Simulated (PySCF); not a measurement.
## Mayer bond orders and bond lengths

Species: N-methylhydroxylamine, CH5NO.
SMILES with atom numbers: `[CH3:1][NH:2][OH:3]` (hydrogens: H4, H5, H6 on C1; H7 on N2; H8 on O3)

Structure used (GFN2-xTB), in Å, numbered top down from 1:
```
atom  x, y, z in Å
C1    -0.840   -0.058   -0.012
N2     0.474    0.517    0.213
O3     1.489   -0.380   -0.253
H4    -0.939   -0.941    0.619
H5    -1.577    0.682    0.294
H6    -1.020   -0.344   -1.054
H7     0.590    1.344   -0.372
H8     1.832   -0.810    0.541
```

Bond orders from the PBE0/pcSseg-1 density (PySCF). Geometry: GFN2-xTB, one conformer, isolated molecule.

Task: How far do the computed orders between heavy atoms stray from the drawn ones?

Result: The largest departure is 0.072, at N2–O3 (drawn single, 0.928).

Task: Set the Mayer orders of the bonds beside their lengths.

Result: 
```tsv
bond	drawn as	length (Å)	Mayer order
C1–N2	single	1.452	0.972
N2–O3	single	1.433	0.928
C1–H4	single	1.090	0.968
C1–H5	single	1.088	0.960
C1–H6	single	1.096	0.960
N2–H7	single	1.019	0.941
O3–H8	single	0.966	0.946
```

Task: Sum the orders of all bonds at each heavy atom with more than one neighbour and set the sums beside the valence in the SMILES.

Result: C1 3.860 (drawn 4), N2 2.841 (drawn 3), O3 1.874 (drawn 2). Orders between atoms that aren't bonded are not in these sums.

For a closed shell the Mayer order of atoms A and B is Σ (PS)μν (PS)νμ over the basis functions μ on A and ν on B, with P the density and S the overlap matrix.
